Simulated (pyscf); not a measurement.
PySCF, gas phase, ωB97X-D3(BJ)/def2-SVP geometries.

Problem. For the elementary gas-phase step H₂C=CH–Cl + F–C•(F)–F → F–C(F)(F)–CH₂–CH•–Cl (doublet surface; none broken, C–C formed), what barrier and reaction energy does ωB97M-D3(BJ)/def2-TZVP give, measured from the separated reactants?

Solution. ΔE‡ = 0.04 eV, ΔE = -1.67 eV. Zero-point energy shifts the barrier by +0.02 eV. It is an addition, with an imaginary mode of 219i cm⁻¹. This is the saddle that the search found; another between the same sides may lie lower.
